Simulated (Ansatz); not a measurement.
# How the lattice parameter a of Mo (model structure, started from the diamond type, Fd-3m, No. 227, 2 atoms in the cell) moves with the method

No measured value is used here.

| level (code) | value (Å) |
|---|---|
| PBE (Ansatz) | 5.690 |
| PBEsol (Ansatz) | 5.613 |
| PBE-D3(BJ) (Ansatz) | ? |
| r²SCAN (Ansatz) | 5.652 |

### Question
What belongs in the gaps?

### Answer

- PBE-D3(BJ) (Ansatz, a first-principles code), value (Å): 5.599

Ansatz's density-functional and Hartree–Fock values are scalar-relativistic unless marked +SOC, with PAW data made under PBE.

A model structure was made by putting elements into a prototype or built by hand; it is no filed structure, need not be a known phase, and can be a saddle point held by its symmetry.
